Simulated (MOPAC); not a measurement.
MOPAC input (PM7):

```
PM7 FORCE THERMO(298,298) PRECISE LET CHARGE=-1 GEO-OK AUX(PRECISION=9) THREADS=1
CH3S

C    -0.02454275 1    1.14176303 1    0.01908389 1
S     0.01502995 1   -0.69921091 1   -0.01168692 1
H    -1.06021945 1    1.47631279 1    0.00747733 1
H     0.46691637 1    1.49381718 1    0.92418573 1
H     0.49669385 1    1.52422113 1   -0.85654235 1
```

**Question.** Which zero-point energy does it print?

**Answer.** 20.81 kcal/mol, from the harmonic wavenumbers of PM7.
